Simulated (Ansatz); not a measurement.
[Cl···H···Si], triplet: transfer scan

Starting geometry:

```xyz
3

Cl    0.0000    0.0000   -1.5969
H     0.0000    0.0000   -0.3181
Si    0.0000    0.0000    1.9151
```

From there H2 is moved from one fragment to the other while all else, the fragments' distance too, stays fixed; atoms are numbered as listed. Energies are in eV, counted from the starting geometry at the same level. Kohn–Sham curves are unrestricted where that lies lower.

Basis 6-31G; Ansatz 0.2.0. Only valence electrons are correlated (noble-gas cores frozen).

In so small a basis the reference is far from its limit while semilocal and hybrid functionals are nearer theirs (RPA and double hybrids share much of the reference's basis error), so the functionals' errors here hold much of the reference's basis and frozen-core error, which can add to them or hide them.

Full CI is exact within this basis and frozen core; it isn't the basis-set limit.

```json
{"distance Cl1-H2 (Å)": "1.189", "full CI": "0.302", "PBE": "0.370", "r2SCAN": "0.340", "B3LYP": "0.336", "BHLYP": "0.289", "wB97M-V": "0.313", "B2PLYP": "0.310", "RPA-PBE": "0.301"}
{"distance Cl1-H2 (Å)": "1.279", "full CI": "0.000", "PBE": "0.000", "r2SCAN": "0.000", "B3LYP": "0.000", "BHLYP": "0.000", "wB97M-V": "0.000", "B2PLYP": "0.000", "RPA-PBE": "0.000"}
{"distance Cl1-H2 (Å)": "1.392", "full CI": "-0.045", "PBE": "-0.139", "r2SCAN": "-0.109", "B3LYP": "-0.100", "BHLYP": "-0.041", "wB97M-V": "-0.063", "B2PLYP": "-0.064", "RPA-PBE": "-0.047"}
{"distance Cl1-H2 (Å)": "1.505", "full CI": "0.071", "PBE": "-0.108", "r2SCAN": "-0.054", "B3LYP": "-0.041", "BHLYP": "0.067", "wB97M-V": "0.041", "B2PLYP": "0.029", "RPA-PBE": "0.062"}
{"distance Cl1-H2 (Å)": "1.619", "full CI": "0.217", "PBE": "-0.022", "r2SCAN": "0.047", "B3LYP": "0.057", "BHLYP": "0.197", "wB97M-V": "0.187", "B2PLYP": "0.155", "RPA-PBE": "0.196"}
{"distance Cl1-H2 (Å)": "1.732", "full CI": "0.334", "PBE": "0.071", "r2SCAN": "0.143", "B3LYP": "0.142", "BHLYP": "0.292", "wB97M-V": "0.312", "B2PLYP": "0.256", "RPA-PBE": "0.297"}
{"distance Cl1-H2 (Å)": "1.845", "full CI": "0.430", "PBE": "0.173", "r2SCAN": "0.240", "B3LYP": "0.220", "BHLYP": "0.362", "wB97M-V": "0.418", "B2PLYP": "0.341", "RPA-PBE": "0.371"}
{"distance Cl1-H2 (Å)": "1.959", "full CI": "0.563", "PBE": "0.332", "r2SCAN": "0.387", "B3LYP": "0.345", "BHLYP": "0.468", "wB97M-V": "0.558", "B2PLYP": "0.465", "RPA-PBE": "0.475"}
{"distance Cl1-H2 (Å)": "2.072", "full CI": "0.823", "PBE": "0.623", "r2SCAN": "0.662", "B3LYP": "0.602", "BHLYP": "0.702", "wB97M-V": "0.824", "B2PLYP": "0.718", "RPA-PBE": "0.703"}
```

Question: Judged by the spread of the error over the points with a reference (largest less smallest), which of these follows full CI best and which worst?

Answer: Subtracting the full CI column from each: best wB97M-V (errors from -0.030 to 0.011, spread 0.041 eV), worst PBE (from -0.263 to 0.068, spread 0.331 eV). Functionals and wave-function methods converge differently with the basis, so part of this is basis effect.
